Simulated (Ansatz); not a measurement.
A relaxed structure of MgO. These are PBEsol (plane waves to 420 eV, PAW, scalar-relativistic; Ansatz, a quantum-chemistry and plane-wave program) values and carry that method's errors.

```
CELL_PARAMETERS angstrom
      0.00000     2.10702     2.10702
      2.10702     0.00000     2.10702
      2.10702     2.10702     0.00000
ATOMIC_POSITIONS crystal
  Mg 0.00000 0.00000 0.00000
  O  0.50000 0.50000 0.50000
```

**Question.** Find the space group and the Wyckoff positions (tolerance 0.01 Å).

**Answer.** Space group Fm-3m (No. 225); a = 4.2140 Å, b = 4.2140 Å, c = 4.2140 Å, α = 90.00°, β = 90.00°, γ = 90.00°

```tsv
atom	site	symmetry	x	y	z
Mg	4a	m-3m	0.0000	0.0000	0.0000
O	4b	m-3m	0.5000	0.5000	0.5000
```

This is the rock salt type.

**Question.** Give the shortest distances between elements (the closest pairs, up to four, under 3.6 Å).

**Answer.** Mg–O 2.11 Å; Mg–Mg 2.98 Å; O–O 2.98 Å.

```json
{
  "volume_per_atom": "9.35 Å³",
  "band_gap": "4.62 eV, direct at Γ (no spin-orbit coupling)"
}
```

No spin polarisation in the result.

Measured for MgO: a 4.189 Å (static lattice; corrected from measurement; as listed in Daniel Mejia-Rodriguez, S. B. Trickey, Phys. Rev. B (2018)); gap 8.36 eV (static lattice; corrected from measurement; as listed in Wei Chen et al., Physical Review Materials (2018)). Computed minus measured — a: PBEsol +0.6 %; gap: PBEsol -3.74 eV. The computed values are for a static lattice, and a measured gap can be an optical one, lowered by exciton binding.

The run could not lose the symmetry of its start.

All atoms sit on sites fixed by symmetry, so only the cell could relax.
